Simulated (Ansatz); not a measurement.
**Several solutions for doublet BO**

```xyz
2

B     0.0000    0.0000    0.0000
O     0.0000    0.0000    3.6000
```

Basis set: def2-SVP (spherical functions). Charge 0, multiplicity 2.

UHF was run from several starts with Ansatz (development build ahead of 0.2.0).

| run | program | start | converged | energy (hartree) | <S²> |
| --- | --- | --- | --- | --- | --- |
| A | Ansatz | stability test followed | yes | -99.22115 | 1.75 |
| B | Ansatz | search for the lowest state | yes | -99.22178 | 1.76 |
| C | Ansatz | atomic start, no search | yes | -99.22115 | 1.75 |

Task: Which runs reached the lowest solution of this kind, and what is wrong with the others?

Result: B reached the lowest solution found. Converged but too high: A by 0.02 eV, C by 0.02 eV. Convergence only shows a stationary point, and even a stable one can lie too high; stability tests and further starts are what find lower ones. Caution: the unrestricted determinant is a mixture of spin states.
